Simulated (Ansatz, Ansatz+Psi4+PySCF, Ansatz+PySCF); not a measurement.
```xyz
5

C     0.0000    0.0000    0.0000
H     1.2582    1.2582    1.2582
H    -0.6291   -0.6291    0.6291
H     0.6291   -0.6291   -0.6291
H    -0.6291    0.6291   -0.6291
```

Basis set: cc-pVTZ (spherical functions). Correlated methods keep 1 orbital frozen. Charge 0, multiplicity 1.

Computed with Ansatz (development build ahead of 0.2.0); each method stands on the lowest determinant of its kind that the runs found. Restricted open shells among the atoms or ions are ROHF, correlated in semicanonical orbitals with singles.

Question: Give the atomization energy at this shape (free ground-state atoms in the same class of orbitals less the molecule, no zero-point energy) of singlet CH4 by RHF-CCSD(T), UHF-CCSD(T), RHF-MP2, UHF-MP2, RHF, UHF.

Answer:

```tsv
method	atomization energy
RHF-CCSD(T)	1343.1 kJ/mol
UHF-CCSD(T)	1333.1 kJ/mol
RHF-MP2	1276.3 kJ/mol
UHF-MP2	1272.6 kJ/mol
RHF	914.7 kJ/mol
UHF	1013.1 kJ/mol
```

Caution: the shape is not the minimum. Caution for RHF-CCSD(T), RHF-MP2, RHF: an unrestricted determinant lies well below. Caution for RHF-CCSD(T), UHF-CCSD(T), RHF-MP2, UHF-MP2: large amplitudes, a single reference is doubtful. Caution for UHF-CCSD(T), UHF-MP2: a plain start can end on a higher determinant. Caution for UHF-CCSD(T): another reference gives a lower total. Caution for UHF-CCSD(T), UHF-MP2, UHF: the unrestricted determinant is spin contaminated.
